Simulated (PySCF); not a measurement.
# PF5 (pentafluorophosphorane) at 6 levels

Aim: a comparison of 6 runs (HF/3-21G, HF/def2-SVP, B3LYP/6-31G*, B3LYP/def2-SVP, CCSD/STO-3G) of PF5 (pentafluorophosphorane). 

The calculation is run with PySCF 2.14.0.

## Step 1: The molecule

PF5 has 6 atoms, charge 0, and is taken as a singlet. SMILES: `FP(F)(F)(F)F`. The shape is that of a GFN2-xTB optimisation.

Bond lengths: F1–P2 1.559 Å, P2–F3 1.559 Å, P2–F4 1.589 Å, P2–F5 1.559 Å, P2–F6 1.589 Å. Angles: F1–P2–F3 120.1°, F1–P2–F4 90.0°, F1–P2–F5 119.9°, F1–P2–F6 89.9°, F3–P2–F4 90.0°, F3–P2–F5 120.0°, F3–P2–F6 90.0°, F4–P2–F5 90.0°, F4–P2–F6 179.9°, F5–P2–F6 90.0°.

## Step 2: Energy and forces at HF/3-21G (run 1)

Input file input.py:

```python
# FP(F)(F)(F)F
from pyscf import gto, scf

mol = gto.M(
    atom='''
F     -0.054311    -2.270544     1.876139
P     -0.001285     0.000283    -0.000340
F     -2.510822     1.017580    -1.162333
F      0.292492    -1.909190    -2.300307
F      2.566966     1.255345    -0.715564
F     -0.293040     1.906545     2.302405
''',
    unit='bohr',
    verbose=4,
    basis='3-21g',
    max_memory=1860,
    spin=0,
)

mf = scf.RHF(mol)
mf.conv_tol = 1e-10
mf.kernel()
if not mf.converged:
    mf = mf.newton().run(mf.mo_coeff, mf.mo_occ)

etot = mf.e_tot
print('Final energy', etot)
grad = mf.nuc_grad_method().kernel()
mf.analyze()
```

The run is started by

```
OMP_NUM_THREADS=1 python input.py
```

What it wrote:

```text
PySCF version 2.14.0

[... 78 lines left out ...]
Two-electron Energy =                  726.049707938986217
[... 7 lines left out ...]
MO #4   energy= -26.2623328658452  occ= 2
[... 5 lines left out ...]
MO #10  energy= -5.72168669413685  occ= 2
[... 5 lines left out ...]
MO #16  energy= -0.977858363613053 occ= 2
[... 5 lines left out ...]
MO #22  energy= -0.736906200332826 occ= 2
[... 5 lines left out ...]
MO #28  energy= -0.658748382234866 occ= 2
[... 5 lines left out ...]
MO #34  energy= 0.387931268493885  occ= 0
[... 5 lines left out ...]
MO #40  energy= 1.92432218983146   occ= 0
[... 5 lines left out ...]
MO #46  energy= 2.31716859909813   occ= 0
[... 5 lines left out ...]
MO #52  energy= 2.40652456081015   occ= 0
[... 5 lines left out ...]
MO #58  energy= 4.2035161430077    occ= 0
[... 28 lines left out ...]
pop of  2 F 2py           1.90535
pop of  2 F 2pz           1.90302
pop of  2 F 3px           0.00185
pop of  2 F 3py           0.00086
pop of  2 F 3pz           0.00097
pop of  3 F 1s            1.99986
pop of  3 F 2s            1.86596
pop of  3 F 3s            0.00336
pop of  3 F 2px           1.95098
pop of  3 F 2py           1.83742
pop of  3 F 2pz           1.78517
pop of  3 F 3px           0.00081
pop of  3 F 3py           0.00139
pop of  3 F 3pz           0.00166
pop of  4 F 1s            1.99987
pop of  4 F 2s            1.86199
pop of  4 F 3s            0.00349
pop of  4 F 2px           1.71380
pop of  4 F 2py           1.88858
pop of  4 F 2pz           1.92955
pop of  4 F 3px           0.00191
pop of  4 F 3py           0.00097
pop of  4 F 3pz           0.00080
pop of  5 F 1s            1.99986
pop of  5 F 2s            1.86595
pop of  5 F 3s            0.00336
pop of  5 F 2px           1.95107
pop of  5 F 2py           1.83803
pop of  5 F 2pz           1.78448
pop of  5 F 3px           0.00081
pop of  5 F 3py           0.00139
pop of  5 F 3pz           0.00166
 ** Mulliken atomic charges  **
charge of    0F =     -0.40097
charge of    1P =      2.09587
charge of    2F =     -0.40069
charge of    3F =     -0.44663
charge of    4F =     -0.40097
charge of    5F =     -0.44661
Dipole moment(X, Y, Z, Debye): -0.01063,  0.00288, -0.00320
```

Run time: 4.5 s. Hardware: 1 thread of Intel Xeon at 2.50GHz (Skylake/Cascade Lake), shared host; peak memory 0.13 GiB.

## Step 3: Energy and gradient at HF/def2-SVP (run 2)

Input file start.xyz:

```xyz
6
F5P
F     -0.028740    -1.201520     0.992810
P     -0.000680     0.000150    -0.000180
F     -1.328670     0.538480    -0.615080
F      0.154780    -1.010300    -1.217270
F      1.358380     0.664300    -0.378660
F     -0.155070     1.008900     1.218380
```

Input file calc.py:

```python
import pyscf.grad
from pyscf import gto

mol = gto.M(
    atom='start.xyz',
    max_memory=1860,
    basis='def2-svp',
    verbose=4,
    charge=0,
)

hf = mol.RHF()
hf.conv_tol = 1e-10
hf.kernel()
if not hf.converged:
    hf = hf.newton().run(hf.mo_coeff, hf.mo_occ)

e_final = hf.e_tot
print('E(%s) = %.9f' % ('HF', e_final))
grad = hf.Gradients().kernel()
hf.analyze()
```

The run is started by

```
OMP_NUM_THREADS=1 python calc.py
```

What it wrote:

```text
PySCF version 2.14.0

[... 78 lines left out ...]
Two-electron Energy =                  727.801241770038246
[... 10 lines left out ...]
MO #7   energy= -7.80516228004224  occ= 2
[... 8 lines left out ...]
MO #16  energy= -0.97586883263739  occ= 2
[... 8 lines left out ...]
MO #25  energy= -0.711013901091992 occ= 2
[... 8 lines left out ...]
MO #34  energy= 0.380414833417188  occ= 0
[... 8 lines left out ...]
MO #43  energy= 1.15552077932723   occ= 0
[... 8 lines left out ...]
MO #52  energy= 1.44638540083945   occ= 0
[... 8 lines left out ...]
MO #61  energy= 2.01326284489152   occ= 0
[... 8 lines left out ...]
MO #70  energy= 3.36140047237488   occ= 0
[... 8 lines left out ...]
MO #79  energy= 3.44238621461334   occ= 0
[... 8 lines left out ...]
MO #88  energy= 4.20458817550916   occ= 0
[... 58 lines left out ...]
pop of  3 F 3dyz          0.00349
pop of  3 F 3dz^2         0.00164
pop of  3 F 3dxz          0.00088
pop of  3 F 3dx2-y2       0.00094
pop of  4 F 1s            1.99998
pop of  4 F 2s            1.84099
pop of  4 F 3s            0.00300
pop of  4 F 2px           1.74731
pop of  4 F 2py           1.89617
pop of  4 F 2pz           1.93210
pop of  4 F 3px           0.00071
pop of  4 F 3py           0.00091
pop of  4 F 3pz           0.00098
pop of  4 F 3dxy          0.00265
pop of  4 F 3dyz          0.00056
pop of  4 F 3dz^2         0.00114
pop of  4 F 3dxz          0.00163
pop of  4 F 3dx2-y2       0.00230
pop of  5 F 1s            1.99998
pop of  5 F 2s            1.84804
pop of  5 F 3s            0.00294
pop of  5 F 2px           1.95336
pop of  5 F 2py           1.85513
pop of  5 F 2pz           1.80858
pop of  5 F 3px           0.00129
pop of  5 F 3py           0.00117
pop of  5 F 3pz           0.00111
pop of  5 F 3dxy          0.00062
pop of  5 F 3dyz          0.00350
pop of  5 F 3dz^2         0.00169
pop of  5 F 3dxz          0.00082
pop of  5 F 3dx2-y2       0.00089
 ** Mulliken atomic charges  **
charge of    0F =     -0.43036
charge of    1P =      2.24919
charge of    2F =     -0.43012
charge of    3F =     -0.47916
charge of    4F =     -0.43041
charge of    5F =     -0.47914
Dipole moment(X, Y, Z, Debye): -0.00922,  0.00221, -0.00238
```

Wall time 15 s (1 thread of Intel Xeon at 2.50GHz (Skylake/Cascade Lake), shared host); peak memory 0.18 GiB.

Run 3 isn't shown in full; the table further down has it.

## Step 4: Energy and gradient at B3LYP/def2-SVP (run 4)

Input file geometry.xyz:

```xyz
6

F     -0.028740    -1.201520     0.992810
P     -0.000680     0.000150    -0.000180
F     -1.328670     0.538480    -0.615080
F      0.154780    -1.010300    -1.217270
F      1.358380     0.664300    -0.378660
F     -0.155070     1.008900     1.218380
```

Input file job.py:

```python
import pyscf.grad
from pyscf import gto, dft

mol = gto.M(
    atom='geometry.xyz',
    spin=0,
    charge=0,
    basis='def2-svp',
    verbose=4,
    max_memory=1860,
)

ks = dft.RKS(mol)
ks.xc = 'b3lyp'
ks.grids.level = 5
ks.conv_tol = 1e-10
ks.kernel()
if not ks.converged:
    ks = ks.newton().run(ks.mo_coeff, ks.mo_occ)

etot = ks.e_tot
print('E(%s) = %.9f' % ('B3LYP', etot))
grad = ks.Gradients().kernel()
dip = ks.dip_moment()
pop, q = ks.mulliken_pop()
```

The run is started by

```
OMP_NUM_THREADS=1 python job.py
```

What it wrote:

```text
PySCF version 2.14.0

[... 72 lines left out ...]
converged SCF energy = -840.194042953237
[... 14 lines left out ...]
Dipole moment(X, Y, Z, Debye): -0.00762,  0.00194, -0.00199
[... 56 lines left out ...]
pop of  3 F 3dxy          0.00070
pop of  3 F 3dyz          0.00265
pop of  3 F 3dz^2         0.00164
pop of  3 F 3dxz          0.00095
pop of  3 F 3dx2-y2       0.00085
pop of  4 F 1s            1.98985
pop of  4 F 2s            1.13798
pop of  4 F 3s            0.78632
pop of  4 F 2px           1.03578
pop of  4 F 2py           1.14642
pop of  4 F 2pz           1.17615
pop of  4 F 3px           0.59221
pop of  4 F 3py           0.68199
pop of  4 F 3pz           0.70071
pop of  4 F 3dxy          0.00231
pop of  4 F 3dyz          0.00061
pop of  4 F 3dz^2         0.00102
pop of  4 F 3dxz          0.00164
pop of  4 F 3dx2-y2       0.00216
pop of  5 F 1s            1.98977
pop of  5 F 2s            1.12999
pop of  5 F 3s            0.79799
pop of  5 F 2px           1.18029
pop of  5 F 2py           1.10874
pop of  5 F 2pz           1.07471
pop of  5 F 3px           0.72639
pop of  5 F 3py           0.66319
pop of  5 F 3pz           0.63345
pop of  5 F 3dxy          0.00067
pop of  5 F 3dyz          0.00264
pop of  5 F 3dz^2         0.00163
pop of  5 F 3dxz          0.00097
pop of  5 F 3dx2-y2       0.00086
 ** Mulliken atomic charges  **
charge of    0F =     -0.25501
charge of    1P =      1.38773
charge of    2F =     -0.25494
charge of    3F =     -0.31134
charge of    4F =     -0.25515
charge of    5F =     -0.31129
```

Wall time 49 s (1 thread of Intel Xeon at 2.50GHz (Skylake/Cascade Lake), shared host); peak memory 0.86 GiB.

Run 5 isn't shown in full; the table further down has it.

## Step 5: A single-point energy at CCSD/STO-3G (run 6)

Input file input.py:

```python
from pyscf import gto, cc

mol = gto.M(
    atom='''
F     -0.054311    -2.270544     1.876139
P     -0.001285     0.000283    -0.000340
F     -2.510822     1.017580    -1.162333
F      0.292492    -1.909190    -2.300307
F      2.566966     1.255345    -0.715564
F     -0.293040     1.906545     2.302405
''',
    charge=0,
    max_memory=1860,
    verbose=3,
    basis='sto-3g',
    unit='bohr',
)

calc0 = mol.RHF()
calc0.conv_tol = 1e-10
calc0.kernel()
if not calc0.converged:
    calc0 = calc0.newton().run(calc0.mo_coeff, calc0.mo_occ)

mycc = cc.CCSD(calc0, frozen=10)
mycc.kernel()
etot = mycc.e_tot
print('E = %.10f Eh' % etot)
dip = calc0.dip_moment()
pop, q = calc0.mulliken_pop()
```

The run is started by

```
OMP_NUM_THREADS=1 python input.py
```

What it wrote:

```text
converged SCF energy = -826.985621586632
E(CCSD) = -827.1157555413167  E_corr = -0.1301339546842561
E = -827.1157555413 Eh
Dipole moment(X, Y, Z, Debye): -0.00812,  0.00299, -0.00307
 ** Mulliken pop  **
pop of  0 F 1s            1.99924
pop of  0 F 2s            1.96347
pop of  0 F 2px           1.93934
pop of  0 F 2py           1.65093
pop of  0 F 2pz           1.75168
pop of  1 P 1s            1.99966
pop of  1 P 2s            1.98763
pop of  1 P 3s            1.15727
pop of  1 P 2px           1.97496
pop of  1 P 2py           1.97469
pop of  1 P 2pz           1.97457
pop of  1 P 3px           0.75844
pop of  1 P 3py           0.77122
pop of  1 P 3pz           0.77712
pop of  2 F 1s            1.99924
pop of  2 F 2s            1.96350
pop of  2 F 2px           1.57229
pop of  2 F 2py           1.89103
pop of  2 F 2pz           1.87826
pop of  3 F 1s            1.99925
pop of  3 F 2s            1.96143
pop of  3 F 2px           1.95485
pop of  3 F 2py           1.76393
pop of  3 F 2pz           1.67598
pop of  4 F 1s            1.99924
pop of  4 F 2s            1.96348
pop of  4 F 2px           1.55471
pop of  4 F 2py           1.85983
pop of  4 F 2pz           1.92727
pop of  5 F 1s            1.99925
pop of  5 F 2s            1.96143
pop of  5 F 2px           1.95498
pop of  5 F 2py           1.76484
pop of  5 F 2pz           1.67496
 ** Mulliken atomic charges  **
charge of    0F =     -0.30467
charge of    1P =      1.62443
charge of    2F =     -0.30433
charge of    3F =     -0.35545
charge of    4F =     -0.30453
charge of    5F =     -0.35545
```

Wall time 3.3 s (1 thread of Intel Xeon at 2.50GHz (Skylake/Cascade Lake), shared host); peak memory 0.12 GiB.

## Step 6: All runs side by side

```tsv
run	level	integration grid	Cartesian functions	energy (Eh)	dipole moment (D) of the reference	HOMO energy (eV)	LUMO energy (eV)	wall time
1	HF/3-21G	–	no	-833.580089	0.01	-17.92	4.72	4.5 s
2	HF/def2-SVP	–	no	-837.534014	0.01	-18.16	5.27	15 s
3	B3LYP/6-31G* (spherical functions)	5	no	-840.667331	0.01	-11.25	0.29	62 s
4	B3LYP/def2-SVP	5	no	-840.194043	0.01	-11.49	0.25	49 s
5	B3LYP/6-31G* (Cartesian functions)	5	yes	-840.676010	0.01	-11.26	0.26	67 s
6	CCSD/STO-3G	–	no	-827.115756	0.01	-10.89	11.10	3.3 s
```

## Step 7: What came out

| quantity | value |
| --- | --- |
| run 6: total energy | -827.11576 Eh |
| run 6: dipole moment (Hartree–Fock density) | 0.01 D |
| run 6: HOMO energy (Hartree–Fock orbitals) | -10.89 eV |
| run 6: LUMO energy (Hartree–Fock orbitals) | 11.10 eV |
| run 6: HOMO–LUMO gap (Hartree–Fock orbitals) | 21.99 eV |
| run 6: correlation energy (10 core orbitals frozen) | -130.1 mEh |
| run 6: T1 diagnostic | 0.009 |

In words: Over runs 1, 2, 3, 4, 5 the HOMO–LUMO gap runs from 11.52 eV (B3LYP/6-31G*) to 23.43 eV (HF/def2-SVP). The two ends differ in method and basis. In run 6 the basis is minimal, so the values are rough. All runs together took 3.3 min, the longest 67 s.
